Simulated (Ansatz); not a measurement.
**BSiH3 (singlet): PBE, r2SCAN, PBE0, B3LYP, wB97M-V, B2PLYP, RPA-PBE over vertical spin and charge gaps, cc-pVTZ**

How well do these functionals follow the top wave-function level for BSiH3 (singlet) over vertical spin and charge gaps?

Program: Ansatz 0.2.0, Gaussian basis. Level of theory: cc-pVTZ, all electrons in the functionals, frozen cores in the correlation of double hybrids and RPA. These are calculated values, not measurements.

Plan: PBE, r2SCAN, PBE0, B3LYP, wB97M-V, B2PLYP, RPA-PBE, at charge 0, singlet; charge 0, triplet; charge 1, doublet.

4 further runs of the same task are left out: 4 set aside as unsound or not needed.

### Step 1. The system

The geometry is a PBE0/def2-TZVP stationary point (not a proven minimum).

5 atoms, charge 0, spin multiplicity 1.

Atoms are counted from 1 here; the program's logs count them from 0.

Bond lengths: Si1–B2 2.129 Å, Si1–H3 1.491 Å, Si1–H4 1.491 Å, Si1–H5 1.491 Å. Angles: B2–Si1–H3 110.0°, B2–Si1–H4 110.0°, B2–Si1–H5 110.0°, H3–Si1–H4 109.0°, H3–Si1–H5 109.0°, H4–Si1–H5 109.0°.

No dispersion term is added; wB97M-V holds VV10 nonlocal correlation. B3LYP takes the VWN-RPA correlation.

The geometry shown and the zero of energy belong to the point charge 0, singlet. The yardstick, UCCSDT(Q), and other wave-function levels (R restricted, U unrestricted, valence and pair active spaces) come from earlier runs.

### Step 2. PBE, charge 0, singlet

The input, in.yaml:

```yaml
crystal:
  periodic: [false, false, false]
  atoms:
    - {symbol: Si, position_ang: [-0.512185, -0.004428, 0.000432]}
    - {symbol: B, position_ang: [1.616305, 0.013972, -0.001364]}
    - {symbol: H, position_ang: [-1.033635, 1.392915, 0.002926]}
    - {symbol: H, position_ang: [-1.014422, -0.711482, 1.213822]}
    - {symbol: H, position_ang: [-1.016501, -0.707925, -1.214162]}
basis:
  gaussian: {orbitals: cc-pVTZ}
magnetization: {spin_polarized: true, initial_magnetization: 0}
hamiltonian: {xc: {name: PBE}}
output: {orbitals: {seedname: orbitals}}
```

Run with:

```bash
> ansatz run in.yaml --threads 1 --pin off --events-out ev --progress --plain --max-ram 4096MiB --backend cpu
```

After this run come: PBE, charge 0, triplet; PBE, charge 1, doublet; r2SCAN, charge 0, singlet; r2SCAN, charge 0, triplet; r2SCAN, charge 1, doublet; PBE0, charge 0, singlet; PBE0, charge 0, triplet; PBE0, charge 1, doublet; B3LYP, charge 0, singlet; B3LYP, charge 0, triplet; B3LYP, charge 1, doublet; wB97M-V, charge 0, singlet; wB97M-V, charge 0, triplet; wB97M-V, charge 1, doublet; B2PLYP, charge 0, singlet; B2PLYP, charge 0, triplet; B2PLYP, charge 1, doublet; RPA-PBE, charge 0, singlet; RPA-PBE, charge 0, triplet; RPA-PBE, charge 1, doublet.

Before running them: what should the planned runs give, taken together? Wanted: singlet to triplet, UCCSDT(Q); ionisation to the doublet cation, UCCSDT(Q); largest miss, PBE; largest miss, r2SCAN; largest miss, PBE0; largest miss, B3LYP; largest miss, wB97M-V; largest miss, B2PLYP; largest miss, RPA-PBE.

**Answer**, as computed:

```
                                   quantity                                         value
              singlet to triplet, UCCSDT(Q)                                      0.695 eV
ionisation to the doublet cation, UCCSDT(Q)                                      8.476 eV
                          largest miss, PBE                -0.183 eV (singlet to triplet)
                       largest miss, r2SCAN                -0.362 eV (singlet to triplet)
                         largest miss, PBE0                -0.224 eV (singlet to triplet)
                        largest miss, B3LYP                -0.090 eV (singlet to triplet)
                      largest miss, wB97M-V                +0.045 eV (singlet to triplet)
                       largest miss, B2PLYP  -0.176 eV (ionisation to the doublet cation)
                      largest miss, RPA-PBE  +0.206 eV (ionisation to the doublet cation)
                     largest miss, RCCSD(T)  -0.002 eV (ionisation to the doublet cation)
                     largest miss, UCCSD(T)  -0.011 eV (ionisation to the doublet cation)
```

**Reading.** Of the functionals, wB97M-V keep the smallest largest miss at the points compared (at most 0.045 eV) and r2SCAN strays most (0.362 eV, at singlet to triplet). PBE, r2SCAN, PBE0, B2PLYP, RPA-PBE clearly break the spin symmetry at some points (⟨S²⟩ up to 0.56 above the pure value), so energy there is bought with a mixed spin. Functionals and the yardstick converge differently with the basis, so part of each miss in cc-pVTZ is the basis.
